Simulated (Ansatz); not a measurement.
Consider the isomerisation: `C=C=C(O)CO` → `C=CC(=O)OC`.

Calculated with Ansatz (gas phase, PBE0-D4/def2-TZVP geometries, no zero-point term in ΔE). CCSD(T)/CBS adds triple-zeta CCSD(T) − MP2 to the extrapolated MP2 energy (def2 sets, frozen cores). DFT in def2-TZVPP. B3LYP here is the variant with VWN-RPA as its local correlation; programs differ in this. Each species was taken in one conformer, which may not be the lowest.

(1) Is it downhill or uphill in electronic energy at CCSD(T)/CBS, and by how much? (Best estimate.)

(2) What do these levels give: r2SCAN-D4, B3LYP-D4, ωB97X-V, PBE0, HF/def2-TZVPP, MP2/def2-TZVPP, CCSD/def2-TZVPP, CCSD(T)/def2-TZVPP, MP2/def2-QZVPP, SCS-MP2/def2-QZVPP, MP2/CBS(def2), CCSD/CBS(def2)? (Best estimate.)

Largest T1 diagnostic among the species: 0.015.

Answers

(1) Computed: Downhill: ΔE = -36.0 kcal/mol.

(2) Computed: r2SCAN-D4 -37.5, B3LYP-D4 -36.9, ωB97X-V -38.8, PBE0 -35.9, HF/def2-TZVPP -42.5, MP2/def2-TZVPP -37.4, CCSD/def2-TZVPP -37.1, CCSD(T)/def2-TZVPP -37.3, MP2/def2-QZVPP -36.7, SCS-MP2/def2-QZVPP -37.5, MP2/CBS(def2) -36.2, CCSD/CBS(def2) -35.9 kcal/mol.

In def2-TZVPP, CCSD(T) changes the Hartree–Fock value by +5.2 kcal/mol (the triples alone add −0.1 kcal/mol) and MP2 by +5.1 kcal/mol.
